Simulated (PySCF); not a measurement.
# C₅H₅P: a look at the electrons

Aim: take C₅H₅P and pull one bond apart with RHF, UHF and CASSCF and measure its response to a uniform field.

Program: PySCF 2.14.0. Level of theory: levels as typed in each script, gas phase, geometry from GFN2-xTB. These are calculated values, not measurements.

## (1) The starting structure

SMILES `c1ccpcc1`, 11 atoms, charge 0, spin multiplicity 1.

Bond lengths: C1–C2 1.386 Å, C1–C6 1.386 Å, C1–H7 1.081 Å, C2–C3 1.379 Å, C2–H8 1.083 Å, C3–P4 1.734 Å, C3–H9 1.083 Å, P4–C5 1.734 Å, C5–C6 1.379 Å, C5–H10 1.083 Å, C6–H11 1.083 Å. Angles: C2–C1–C6 122.5°, C2–C1–H7 118.8°, C6–C1–H7 118.8°, C1–C2–C3 123.4°, C1–C2–H8 118.2°, C3–C2–H8 118.4°, C2–C3–P4 125.4°, C2–C3–H9 118.3°, P4–C3–H9 116.3°, C3–P4–C5 99.9°, P4–C5–C6 125.4°, P4–C5–H10 116.3°, C6–C5–H10 118.3°, C1–C6–C5 123.4°, C1–C6–H11 118.2°, C5–C6–H11 118.4°.

As a file:

```tsv
atom	x (Å)	y (Å)	z (Å)
C1	-1.67761	-0.00003	0.00000
C2	-1.01068	-1.21520	0.00000
C3	0.36359	-1.32747	0.00000
P4	1.47972	0.00004	0.00000
C5	0.36350	1.32750	0.00000
C6	-1.01076	1.21514	0.00000
H7	-2.75829	-0.00006	0.00000
H8	-1.60094	-2.12338	0.00000
H9	0.79825	-2.31990	0.00000
H10	0.79809	2.31996	0.00000
H11	-1.60108	2.12328	0.00000
```

## (2) Stretching a bond (6-31g*)

input.py

```python
import numpy as np
from pyscf import gto, scf, mcscf

mol = gto.M(atom='''
C     -1.67761    -0.00003     0.00000
C     -1.01068    -1.21520     0.00000
C      0.36359    -1.32747     0.00000
P      1.47972     0.00004     0.00000
C      0.36350     1.32750     0.00000
C     -1.01076     1.21514     0.00000
H     -2.75829    -0.00006     0.00000
H     -1.60094    -2.12338     0.00000
H      0.79825    -2.31990     0.00000
H      0.79809     2.31996     0.00000
H     -1.60108     2.12328     0.00000
''', basis='6-31g*', charge=0, spin=0, verbose=4)
# stretch the bond between atoms 3 and 9, from long to short, fragments rigid
a, b, move = 2, 8, [8]
xyz = mol.atom_coords(unit='Angstrom')
u = xyz[b] - xyz[a]
r0 = np.linalg.norm(u)
rows, last, dm_u = [], None, None
for r in [3.0, 2.35, 1.93, 1.66, 1.44, 1.28, 1.18, 1.07, 0.98]:
    new = xyz.copy()
    new[move] += u / r0 * (r - r0)
    m = mol.set_geom_(new, unit='Angstrom', inplace=False)
    rhf = scf.RHF(m).density_fit(auxbasis='def2-universal-jkfit').run()
    uhf = scf.UHF(m).density_fit(auxbasis='def2-universal-jkfit').newton()
    if dm_u is None:
        c = rhf.mo_coeff
        h = m.nelectron // 2 - 1
        ca, cb = c.copy(), c.copy()
        ca[:, h], cb[:, h] = (c[:, h] + c[:, h + 1]) / 2**.5, (c[:, h] - c[:, h + 1]) / 2**.5
        dm_u = np.array([x[:, :h + 1] @ x[:, :h + 1].T for x in (ca, cb)])
    uhf.kernel(dm0=dm_u)
    for _ in range(3):
        c, _, stable, _ = uhf.stability(return_status=True)
        if stable:
            break
        uhf.kernel(c, uhf.mo_occ)
    dm_u = uhf.make_rdm1()
    mc = mcscf.CASSCF(rhf, 2, 2)
    mc.natorb = True
    mc.fix_spin_(ss=0)
    guess = mcscf.addons.make_natural_orbitals(uhf)[1] if last is None else mcscf.project_init_guess(mc, last.mo_coeff, last.mol)
    mc.kernel(guess)
    last = mc
    act = slice(mc.ncore, mc.ncore + mc.ncas)
    print('r %.3f  RHF %.6f  UHF %.6f  <S^2> %.3f  CASSCF %.6f  occupations' % (r, rhf.e_tot, uhf.e_tot, uhf.spin_square()[0], mc.e_tot), mc.mo_occ[act].round(4))
    rows.append((new, rhf.e_tot, uhf.e_tot, uhf.spin_square()[0], mc.e_tot, mc.mo_occ[act], mc.mo_coeff[:, act], dm_u[0] - dm_u[1], rhf.converged and uhf.converged and mc.converged))
    np.savez('result.npz', **{k: [row[i] for row in rows] for i, k in enumerate('xyz rhf uhf s2 cas occ c spin ok'.split())})
```

Launch:

```bash
$ OMP_NUM_THREADS=1 python input.py
```

## (4) Response to an electric field (wB97X/cc-pvdz)

input.py

```python
import numpy as np
from pyscf import gto, scf, dft
from pyscf.scf import atom_ks, atom_hf
from scipy.linalg import block_diag

def solve(mol, dm0=None, hcore=None):
    mf = (dft.UKS if mol.spin else dft.RKS)(mol, xc='wb97x')
    mf.grids.level = 3
    mf = mf.density_fit(auxbasis='def2-universal-jkfit')
    mf.conv_tol, mf.max_cycle = 1e-8, 80
    if hcore is not None:
        mf.get_hcore = lambda *args: hcore
    mf.kernel(dm0)
    if not mf.converged:
        mf = mf.newton().run(mf.mo_coeff, mf.mo_occ, max_cycle=30)
    assert mf.converged, 'SCF not converged'
    return mf

mol = gto.M(atom='''
C     -1.67761    -0.00003     0.00000
C     -1.01068    -1.21520     0.00000
C      0.36359    -1.32747     0.00000
P      1.47972     0.00004     0.00000
C      0.36350     1.32750     0.00000
C     -1.01076     1.21514     0.00000
H     -2.75829    -0.00006     0.00000
H     -1.60094    -2.12338     0.00000
H      0.79825    -2.31990     0.00000
H      0.79809     2.31996     0.00000
H     -1.60108     2.12328     0.00000
''', basis='cc-pvdz', charge=0, spin=0, verbose=4)
field = np.array([-0.0, -0.0, -0.008])  # atomic units
mol.set_common_orig(mol.atom_charges() @ mol.atom_coords() / mol.atom_charges().sum())
mf = solve(mol)
out = dict(dm0=mf.make_rdm1(), d0=mf.dip_moment(unit='AU'), e0=mf.e_tot)
for name, sign in (('p', 1), ('m', -1)):
    h = mf.get_hcore() + sign * np.einsum('x,xij->ij', field, mol.intor('int1e_r'))
    mi = solve(mol, mf.make_rdm1(), h)
    out.update({'dm' + name: mi.make_rdm1(), 'd' + name: mi.dip_moment(unit='AU'), 'e' + name: mi.e_tot})
# spherically averaged free atoms, for the promolecule
atm = atom_ks.get_atm_nrks(mol, xc='wb97x')
pro = block_diag(*[(atm[a[0]][2] * atm[a[0]][3]) @ atm[a[0]][2].T for a in mol._atom])
np.savez('result.npz', pro=pro, **out)
```

(Steps that only read results are left out.)

Before running it: what results should come out? Wanted: polarisability along the field.

The runs gave:

| quantity | value |
| --- | --- |
| cost of the stretch to 3.0 Å, CASSCF and RHF (6-31g*) | 4.5 and 7.7 eV |
| polarisability along the field (wB97X/cc-pvdz) | 32.3 bohr³ |

RHF rises too steeply at long distance, since it keeps both electrons in one orbital and so mixes in ionic fragments. All values hold at the given geometry, in the gas phase.
